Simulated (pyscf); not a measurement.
Structures and frequencies: ωB97X-D3(BJ)/def2-SVP in PySCF. MP2 and CC: frozen core, UHF for open shells. ΔMP2 is the change of the MP2 total energy from the triple- to the quadruple-zeta basis.

### Question
PH₃ (SMILES P) + GeH₂ (SMILES [GeH2]) [singlet] -> H₂P–GeH₃ (SMILES [PH2][GeH3])
Surface: singlet. Broken: H–P. Formed: Ge–P, Ge–H. Give ΔE‡ and ΔE from CCSD(T)/def2-TZVPP + ΔMP2(QZVPP), relative to the separated reactants.

### Answer
ΔE‡ = 18.1 kcal/mol, ΔE = -46.2 kcal/mol. Zero-point energy shifts the barrier by +1.6 kcal/mol. It is an insertion, with an imaginary mode of 1261i cm⁻¹. On the reactant side the descent ends in an adduct with a Ge–P contact, 26.8 kcal/mol under the separated species and 45.3 kcal/mol under the saddle at ωB97X-D3(BJ)/def2-TZVP. What is counted as formed (Ge–P) is already present as a longer contact in the reactant adduct; forming that adduct is a step of its own. This is the saddle that the search found; another between the same sides may lie lower. The CCSD(T) − MP2 part came from Ansatz, without density fitting, on the same reference. The frozen core leaves the outer d or s,p core shells of the metals and heavy elements correlated in the MP2 and CC values, and def2-TZVPP describes them poorly, which can shift differences by a few kcal/mol. Elements up to Kr have no core potential and no relativistic terms here.
